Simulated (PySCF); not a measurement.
H₂O₂, SMILES OO.

Geometry optimised at B3LYP-D3(BJ)/def2-TZVP. A frequency run showed that this geometry is not a minimum.

Two levels are set side by side: PBE/def2-TZVPD (PySCF) and CAM-B3LYP/def2-TZVPD (PySCF). Same geometry, gas phase. Differences are taken from unrounded values.

| quantity | CAM-B3LYP | PBE | PBE minus CAM-B3LYP |
|---|---|---|---|
| orbital gap (eV) | 9.88 | 4.24 | -5.64 |
| highest occupied level (eV) | -9.25 | -5.73 | 3.52 |
| lowest empty level (eV) | 0.63 | -1.49 | -2.12 |
| mean polarisability (bohr³) | 15.3 | 16.0 | 0.6 |

PBE's occupied levels lie high since its potential decays too fast outside the molecule; exact exchange lowers them and widens the gap. PBE's more diffuse valence density responds more strongly to a field. Differences between two approximate levels are no errors against the true value.

Rough cost on one machine, each run with all the roots and properties that it gave: CAM-B3LYP against PBE within a factor of 2.
